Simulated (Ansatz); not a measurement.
Input file:

```yaml
crystal:
  periodic: [false, false, false]
  atoms:
    - {symbol: Pt, position_ang: [0.000000, 0.000000, 0.000000]}
    - {symbol: B, position_ang: [0.000000, 0.000000, 1.757000]}
basis:
  gaussian: {orbitals: def2-TZVPP}
total_charge: 1
correlation: {method: fic_mrcisd_q, electrons: outside_noble_gas, active_space: {window: {electrons: 12, orbitals: 10}, shells: [{species: B, l: s, shell: 2}, {species: B, l: p, shell: 2}, {species: Pt, l: s, shell: 6}, {species: Pt, l: d, shell: 5}]}}
```

```sh
$ ansatz run in.yaml --threads 2 --pin off --events-out ev --progress --plain --max-ram 24576MiB --backend cuda --devices 0, --max-vram 18GiB
```

The program prints:

```
1064 factors; integrals over basis functions are off by at most 2.4e-7 eV
mean field evaluation 1: about -3872.5191 eV, gradient 7.2e1 eV
mean field evaluation 2: about -3872.5251 eV, gradient 7.2e1 eV
mean field evaluation 4: about -3884.0935 eV, gradient 1.1e1 eV
mean field evaluation 8: about -3884.4638 eV, gradient 8.1e-1 eV
mean field evaluation 16: about -3884.4806 eV, gradient 1.3e-5 eV
mean field evaluation 32: about -3884.4806 eV, gradient 1.9e-6 eV
mean field evaluation 64: about -3884.4616 eV, gradient 8.1e-1 eV
mean field -3884.48063511 eV, -142.7520303448 hartree, gradient 2.2e-6 eV, S^2 0.000000; 1 other end points of the search recorded, 0 dependent functions left out; unrestricted orbitals would lower it
reference -3884.48063511 eV, -142.7520303448 hartree; 11, 11 occupied and 76, 76 virtual orbitals, 1064 factors
state -3888.01419529 eV, -142.8818862863 hartree
contracted CI cycle   1: correlation 0.00000000 eV, 0.0000000000 hartree, residual 3.20e1 eV
contracted CI cycle   2: correlation -7.48834880 eV, -0.2751917425 hartree, residual 4.18e0 eV
contracted CI cycle   3: correlation -7.66007510 eV, -0.2815025678 hartree, residual 9.14e-1 eV
contracted CI cycle   4: correlation -7.66947927 eV, -0.2818481644 hartree, residual 2.46e-1 eV
contracted CI cycle   5: correlation -7.67010511 eV, -0.2818711638 hartree, residual 6.20e-2 eV
contracted CI cycle   6: correlation -7.67014688 eV, -0.2818726990 hartree, residual 1.74e-2 eV
contracted CI cycle   7: correlation -7.67015002 eV, -0.2818728144 hartree, residual 4.33e-3 eV
contracted CI cycle   8: correlation -7.67015021 eV, -0.2818728213 hartree, residual 1.08e-3 eV
state -3888.01419529 eV, -142.8818862863 hartree; corrected -3896.26864176 eV, -143.1852315989 hartree
Total energy: -3896.26864176 eV, -143.1852315989 hartree
Checks for a lower state left out: starts, orbital_swaps
```

Natural occupations: 1.9975 1.9975 1.9632 1.9535 1.9535 1.8648 0.1334 0.0556 0.0556 0.0252.

Ran on 2 threads of AMD EPYC 7R13 with a shared H100 80 GB, shared host: 14 s wall, 0.88 GiB peak host memory.
